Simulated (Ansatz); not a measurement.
A CCSD(T) single point on boron trichloride (`ClB(Cl)Cl`).

```yaml
crystal:
  periodic: [false, false, false]
  atoms:
    - {symbol: Cl, position_ang: [-0.243962, 0.501441, 1.633334]}
    - {symbol: B, position_ang: [0.014070, -0.014994, -0.005090]}
    - {symbol: Cl, position_ang: [0.956455, -1.437920, -0.329226]}
    - {symbol: Cl, position_ang: [-0.671065, 0.891174, -1.319316]}
basis:
  gaussian: {orbitals: cc-pV(Q+d)Z}
correlation: {method: ccsd_t}
```

```sh
$ ansatz run in.yaml --threads 2 --pin off --events-out ev --progress --plain --max-ram 31744MiB --backend cuda --devices 0, --max-vram 18GiB
```

Output of Ansatz, abridged:

```
Functional definition: HF
1529 factors; integrals over basis functions are off by at most 4.6e-4 eV
mean field evaluation 1: about -38186.8376 eV, gradient 1.9e1 eV
mean field evaluation 2: about -38186.9531 eV, gradient 1.9e1 eV
mean field evaluation 4: about -38188.1539 eV, gradient 2.4e0 eV
mean field evaluation 8: about -38188.1850 eV, gradient 1.5e-1 eV
mean field -38188.18519742 eV, -1403.3899211234 hartree, gradient 1.4e-6 eV, S^2 0.000000; 0 other end points of the search recorded, 0 dependent functions left out
16 core orbitals not correlated: weight in the atoms' cores, before any rotation towards them, 1.000 or more for the frozen orbitals, at most 0.000 for the correlated occupied ones
reference -38188.18519742 eV, -1403.3899211234 hartree; 12, 12 occupied and 219, 219 virtual orbitals, 1529 factors
second order -19.71372230 eV of doubles, -0.00000000 eV of singles
cycle   1  -20.31939688 eV  change   -6.1e-1 eV  update   8.8e-2
cycle   2  -20.71479334 eV  change   -4.0e-1 eV  update   2.5e-2
cycle   3  -20.80809623 eV  change   -9.3e-2 eV  update   1.3e-2
cycle   4  -20.79707044 eV  change    1.1e-2 eV  update   3.4e-3
cycle   5  -20.79599792 eV  change    1.1e-3 eV  update   1.4e-3
cycle   6  -20.79585241 eV  change    1.5e-4 eV  update   3.2e-4
cycle   7  -20.79577035 eV  change    8.2e-5 eV  update   9.3e-5
cycle   8  -20.79581526 eV  change   -4.5e-5 eV  update   2.0e-5
cycle   9  -20.79582086 eV  change   -5.6e-6 eV  update   5.7e-6
perturbative correction -1.03879929 eV, -0.0381751699 hartree
Total energy: -38210.01981757 eV, -1404.1923286139 hartree
```

It took 2.4 s on 2 threads of an AMD EPYC 7R13 on a shared host and a share of an NVIDIA H100 80 GB, with 0.82 GiB of host memory at the peak.

MP2 recovers 90.3 % of the CCSD(T) correlation energy and the triples give 4.8 %; T1 = 0.0107.
